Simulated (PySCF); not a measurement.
Compound: C₅H₇N.
SMILES with atom numbers: `[CH3:1]/[CH:2]=[C:3](/[CH3:4])[C:5]#[N:6]` (hydrogens: H7, H8, H9 on C1; H10 on C2; H11, H12, H13 on C4)

Structure used (GFN2-xTB), in Å, numbered top down from 1:
```xyz
13
C5H7N angstrom
C     -1.8921   -0.5853    0.0870
C     -0.4122   -0.7279    0.1452
C      0.4669    0.2592   -0.0485
C      1.9568    0.0873    0.0157
C      0.0303    1.5746   -0.3333
N     -0.2970    2.6497   -0.5639
H     -2.3324   -0.8824    1.0394
H     -2.2994   -1.2454   -0.6795
H     -2.1837    0.4384   -0.1351
H     -0.0404   -1.7213    0.3634
H      2.3779    0.7327    0.7864
H      2.2101   -0.9459    0.2404
H      2.4108    0.3669   -0.9349
```

Computed, not measured: PySCF, TDDFT CAM-B3LYP/def2-SVPD, vertical, gas phase, core orbitals frozen in the response.

Transition dipole moments from the ground state, in atomic units and in the frame of the coordinates above (overall signs are arbitrary), for the states with f of 0.002 or more among the lowest 7:

```json
{"state": "S1", "E (eV)": "6.231", "μx": "-0.834", "μy": "-1.292", "μz": "0.257"}
{"state": "S5", "E (eV)": "7.948", "μx": "-0.005", "μy": "0.053", "μz": "0.255"}
{"state": "S7", "E (eV)": "8.086", "μx": "-0.557", "μy": "-0.320", "μz": "0.058"}
```

Problem. What oscillator strength does each state have?

Solution. f = (2/3) ΔE |μ|² with ΔE in hartree (27.2114 eV).

```csv
state,|μ|² (au),|μ| (D),f
S1,2.430,3.96,0.371
S5,0.068,0.66,0.013
S7,0.416,1.64,0.082
```

Problem. What is the point group, and which symmetry does each of these states have?

Solution. Cs. Polarised normal to the mirror plane, so A″: S5. Polarised in the mirror plane, so A′: S1 and S7.

Problem. Which bond between heavy atoms lies closest to the direction of the S1 transition dipole?

Solution. C2–C3, at 9° from it; next C5–N6 at 49°.

Problem. What angle do the transition dipoles of S1 and S5 make?

Solution. |cos θ| = |μa·μb| / (|μa| |μb|) = 0.00, so θ ≈ 90° (taken between 0 and 90°, since the signs are arbitrary).

Problem. How is the summed strength of these states shared among x, y and z?

Solution. (2/3) Σ ΔE μα² gives 0.168 for x, 0.276 for y and 0.023 for z, 0.467 in all.

Problem. What peak molar absorption coefficient would the strongest computed level give as a lone Gaussian band 0.4 eV wide at half height?

Solution. ε(max) = 2.175×10⁸ f / FWHM, with the width in cm⁻¹. S1: 2.175×10⁸ × 0.3710 / 3226 ≈ 25000 L mol⁻¹ cm⁻¹.

On one thread of an Arm Neoverse V2, on a shared host, this took 22 s wall.
